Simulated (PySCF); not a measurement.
Structure problem from calculated spectra and properties.

Formula: C3H4.

* Dipole: 0.81 D [PBE0/pcSseg-1]
* 13C NMR: chemical shifts (computed TMS as zero) by class: 84.3 (1 C), 73.8 (1 C), 4.3 (1 C) ppm [GIAO PBE0/pcSseg-1]
* 1H NMR: chemical shifts (computed TMS as zero) by class: 1.96 (3 H), 1.18 (1 H) ppm [GIAO PBE0/pcSseg-1]
* Couplings: largest of the computed one-bond spin–spin couplings (means over like bonds): 13C–1H +262.5, 13C–13C +212.0, 13C–1H +137.3 (×3), 13C–13C +73.5 Hz [B3LYP/pcJ-1]
* Rotational structure: rotational constants A, B, C: 159.331, 8.724, 8.724 GHz [GFN2-xTB]

The electronic properties come from PySCF, for the isolated species, density fitting. Levels stand in brackets. Isolated species at its GFN2-xTB geometry, gas phase. NMR values are class means; diastereotopic atoms form classes of their own.

Q: Propose a structure and show how it fits.

A: Numbering: `[CH:1]#[C:2][CH3:3]`. Its formula, C3H4, gives 2 degrees of unsaturation: 0 rings and 2 π bonds in the structure found. 3 carbons fall into 3 classes; from least to most shielded: alkyne carbon [C2] (84.3 ppm), terminal alkyne carbon [C1] (73.8 ppm), propargylic carbon [C3] (4.3 ppm). Hydrogen classes from least to most shielded: 3 H on a propargylic carbon, C3 (1.96 ppm), 1 H on a terminal alkyne carbon, C1 (1.18 ppm). The couplings run between: +262.5 Hz, terminal alkyne carbon [C1] and its hydrogen; +212.0 Hz, terminal alkyne carbon [C1] and alkyne carbon [C2]; +137.3 Hz, propargylic carbon [C3] and its hydrogen (with 2 like pairs); +73.5 Hz, alkyne carbon [C2] and propargylic carbon [C3]. The optimised geometry has point group C3v and is a prolate symmetric top. Structure: propyne, `C#CC`. Computed isomers that give other values at the same levels: `C=C=C` (13C chemical shifts (computed TMS as zero) by class: 224.9 (1 C), 77.4 (2 C) ppm); `C1=CC1` (13C chemical shifts (computed TMS as zero) by class: 118.8 (2 C), 4.6 (1 C) ppm). The assignments are read from this structure; whether some other isomer fits the data as well wasn't checked.
